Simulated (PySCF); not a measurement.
C₂H₆OS, SMILES OCSC, CAM-B3LYP/def2-SVP optimised geometry.

```
10

C      1.47     0.27    -1.58
S      1.19    -0.58     0.00
C     -0.62    -0.58     0.00
O     -1.19     0.69     0.00
H      0.82     1.15    -1.64
H      2.52     0.59    -1.61
H      1.27    -0.40    -2.43
H     -0.91    -1.18     0.88
H     -1.00    -1.09    -0.90
H     -0.83     1.18     0.75
```

Density from PySCF with CAM-B3LYP/def2-TZVP at that geometry.

Minimum of the electron density along straight lines between bonded atoms, close to the bond critical point (lines longer than 1.1 times the sum of covalent radii, or with two minima, are not listed):

```json
[
 {"bond": "C1–S2", "length / Å": "1.811", "ρ at the minimum / e bohr⁻³": "0.184", "∇²ρ there / e bohr⁻⁵": "-0.32", "position (fraction from the first atom)": "0.47"},
 {"bond": "S2–C3", "length / Å": "1.817", "ρ at the minimum / e bohr⁻³": "0.187", "∇²ρ there / e bohr⁻⁵": "-0.32", "position (fraction from the first atom)": "0.53"},
 {"bond": "C3–O4", "length / Å": "1.393", "ρ at the minimum / e bohr⁻³": "0.278", "∇²ρ there / e bohr⁻⁵": "[?]", "position (fraction from the first atom)": "0.36"},
 {"bond": "C1–H5", "length / Å": "1.098", "ρ at the minimum / e bohr⁻³": "0.277", "∇²ρ there / e bohr⁻⁵": "-0.95", "position (fraction from the first atom)": "0.65"},
 {"bond": "C1–H6", "length / Å": "1.098", "ρ at the minimum / e bohr⁻³": "0.275", "∇²ρ there / e bohr⁻⁵": "-0.94", "position (fraction from the first atom)": "0.65"},
 {"bond": "C1–H7", "length / Å": "1.100", "ρ at the minimum / e bohr⁻³": "0.275", "∇²ρ there / e bohr⁻⁵": "-0.94", "position (fraction from the first atom)": "0.65"},
 {"bond": "C3–H8", "length / Å": "1.105", "ρ at the minimum / e bohr⁻³": "0.279", "∇²ρ there / e bohr⁻⁵": "-0.98", "position (fraction from the first atom)": "0.65"},
 {"bond": "C3–H9", "length / Å": "1.100", "ρ at the minimum / e bohr⁻³": "0.284", "∇²ρ there / e bohr⁻⁵": "-1.01", "position (fraction from the first atom)": "0.65"},
 {"bond": "O4–H10", "length / Å": "0.967", "ρ at the minimum / e bohr⁻³": "0.357", "∇²ρ there / e bohr⁻⁵": "[?]", "position (fraction from the first atom)": "0.80"}
]
```

Task: Complete the blanks.

Result: 
- C3–O4, ∇²ρ there / e bohr⁻⁵: -0.68
- O4–H10, ∇²ρ there / e bohr⁻⁵: -2.40
